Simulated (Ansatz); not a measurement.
Consider the substitution at a C–N bond: `C=NC(=N)OC` + HCl → `COC(=N)Cl` + `C=N`.

Calculated with Ansatz (gas phase, PBE0-D4/def2-TZVP geometries, no zero-point term in ΔE). CCSD(T)/CBS is the MP2 limit (def2-TZVPP, def2-QZVPP) plus CCSD(T) − MP2 in def2-TZVPP, frozen cores. This one scheme is used for every species. Functionals use def2-TZVPP. B3LYP here is the variant with VWN-RPA as its local correlation; programs differ in this. Each species was taken in one conformer, which may not be the lowest.

```csv
level,ΔE (kJ/mol),difference from CCSD(T)/CBS
BLYP-D4,45.8,-6.8
B3LYP-D4,50.9,-1.7
B2PLYP,49.5,-3.1
PBE,43.2,-9.4
CAM-B3LYP,53.0,0.4
HF/def2-SVP,77.7,25.1
MP2/def2-SVP,63.2,10.6
CCSD(T)/def2-SVP,65.7,13.1
SCS-MP2/def2-QZVPP,49.6,-3.0
MP2/CBS(def2),50.1,-2.5
CCSD(T)/CBS,52.6,0
```

Largest T1 diagnostic among the species: 0.014.

In def2-TZVPP, CCSD(T) changes the Hartree–Fock value by −7.3 kJ/mol (the triples alone add −1.1 kJ/mol) and MP2 by −9.8 kJ/mol. From PBE to PBE0 (25 % exact exchange), in def2-TZVPP and without D4, ΔE moves by +6.1 kJ/mol. Leaving LDA and LC-ωPBE aside and taking each functional with its dispersion term where it has one, the values, not all of them listed here, spread over 12.6 kJ/mol, from revPBE-D4 to BHLYP-D4. LDA lies +13.8 kJ/mol from PBE without D4.
